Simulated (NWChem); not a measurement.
# C$_{2}$H$_{3}$F; SMILES C=CF

```xyz
6

C     -0.2278     1.1744     0.0000
C      0.4260     0.0209     0.0000
F     -0.1908    -1.1561     0.0000
H     -1.3194     1.2040     0.0000
H      0.3315     2.1102     0.0000
H      1.5163    -0.0813     0.0000
```
Atoms are numbered in this order, from 1.

Results from NWChem. Coordinates come from a PBE0/def2-SVP optimisation. Ions are spin-unrestricted doublets at the neutral geometry; other ion states weren't tried. Functional: LC-ωPBE (HJS hole) with def2-SVP; rows give the range parameter ω in 1/bohr.

### Question
At which range parameter does −ε(HOMO) equal the ΔSCF ionisation energy (optimal tuning)?

### Answer
about 0.45 per bohr, by linear interpolation in these runs:
```json
[
 {"range parameter (1/bohr)": "0.05", "vertical ionisation energy, ΔSCF (eV)": "10.26", "−ε(HOMO) (eV)": "7.01", "ΔSCF minus −ε(HOMO) (eV)": "3.25"},
 {"range parameter (1/bohr)": "0.15", "vertical ionisation energy, ΔSCF (eV)": "10.30", "−ε(HOMO) (eV)": "8.39", "ΔSCF minus −ε(HOMO) (eV)": "1.91"},
 {"range parameter (1/bohr)": "0.25", "vertical ionisation energy, ΔSCF (eV)": "10.34", "−ε(HOMO) (eV)": "9.42", "ΔSCF minus −ε(HOMO) (eV)": "0.92"},
 {"range parameter (1/bohr)": "0.35", "vertical ionisation energy, ΔSCF (eV)": "10.38", "−ε(HOMO) (eV)": "10.12", "ΔSCF minus −ε(HOMO) (eV)": "0.26"},
 {"range parameter (1/bohr)": "0.80", "vertical ionisation energy, ΔSCF (eV)": "10.40", "−ε(HOMO) (eV)": "11.27", "ΔSCF minus −ε(HOMO) (eV)": "-0.87"}
]
```
